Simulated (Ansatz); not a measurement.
The first iterations of a band of C$_{2}$H$_{6}$N$_{2}$ (10 atoms, charge 0, multiplicity 1).

Method: Ansatz, RKS PBE-D4/def2-SVP.

* movable images: 5
* climbing image: yes
* spring: 5.0 eV/Å²
* optimiser: quadratic models (default)
* start path: IDPP
* force threshold: 0.05 eV/Å
* iteration limit: 60
* end points: relaxed

Image 0:

```xyz
10
Properties=species:S:1:pos:R:3
C -0.056 1.532 -0.600
N -0.594 0.241 -0.262
C 0.173 -0.600 0.324
N -0.259 -1.827 0.770
H 1.026 1.667 -0.341
H -0.625 2.340 -0.087
H -0.168 1.728 -1.690
H 1.248 -0.391 0.566
H 0.433 -2.565 0.892
H -1.177 -2.124 0.429
```

Image 6:

```xyz
10
Properties=species:S:1:pos:R:3
C -0.061 1.537 -0.588
N -0.570 0.214 -0.333
C 0.194 -0.622 0.265
N -0.154 -1.935 0.483
H 0.971 1.721 -0.193
H -0.734 2.305 -0.145
H -0.042 1.745 -1.682
H 1.226 -0.368 0.622
H -1.137 -2.165 0.327
H 0.307 -2.432 1.244
```

| iteration | highest image above the first end (eV) | largest band force component (eV/Å) |
| --- | --- | --- |
| 1 | 0.789 | 1.290 |
| 2 | 0.659 | 0.604 |

Q: Does the band converge within its limit, and where does its top end?

A: The forces met the threshold. It ended after 7 iterations with the highest image 0.564 eV above the first end. A vibrational analysis at the climbing image gives one clearly imaginary mode, 516i cm⁻¹: a first-order saddle point.

The run took 2.5 min on 1 thread of Arm Neoverse N1 (shared host), peak memory 0.25 GiB.
